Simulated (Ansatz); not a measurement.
Worked example: correlation energy of GeBCl⁺, doublet

Geometry: that of the GeBCl, triplet, kept fixed.

```csv
atom,x (Å),y (Å),z (Å)
Cl,0.0000,0.0000,-1.7788
B,0.0000,0.0000,-0.0866
Ge,0.0000,0.0000,1.8654
```

Basis cc-pVDZ; Ansatz 0.2.0. Only valence electrons are correlated (noble-gas cores and the filled d shells of p-block atoms frozen), which leaves 13 electrons in 39 orbitals. Prefix R: restricted or restricted open-shell reference; prefix U: unrestricted. No spin–orbit coupling is included, and no scalar relativity.

Full CI isn't at hand for all of this; UCCSDT(Q) serves as the reference, and is uncertain by about the last step of the cluster series.

Runs differ by some tens of microhartree through their thresholds and, for an open shell, their frozen cores, so steps under 0.03 kcal/mol mean nothing.

```json
{"level": "UHF", "total energy (hartree)": "-2559.219746"}
{"level": "UMP2", "total energy (hartree)": "-2559.464430"}
{"level": "UCCSD", "total energy (hartree)": "-2559.499416"}
{"level": "UCCSD(T)", "total energy (hartree)": "-2559.509762"}
{"level": "UCCSDT", "total energy (hartree)": "-2559.511157"}
{"level": "UCCSDT(Q)", "total energy (hartree)": "-2559.511879"}
```

Problem. What is the correlation energy at UCCSDT(Q), and what share of it do UMP2 and UCCSD(T) recover?

Solution. E(corr) = -2559.511879 − (-2559.219746) = -0.292133 hartree = -7.949 eV. UMP2: -0.244684 / -0.292133 = 83.76 %. UCCSD(T): -0.290016 / -0.292133 = 99.28 %.

Problem. By how many kcal/mol does UCCSD(T) miss UCCSDT(Q) (1 hartree = 627.509 kcal/mol), and which steps make up the rest?

Solution. -2559.509762 − (-2559.511879) = 0.002117 hartree = 1.33 kcal/mol. Steps: UCCSDT − UCCSD(T) = -0.88, UCCSDT(Q) − UCCSDT = -0.45 kcal/mol. Differences between like states or geometries often cancel part of this.
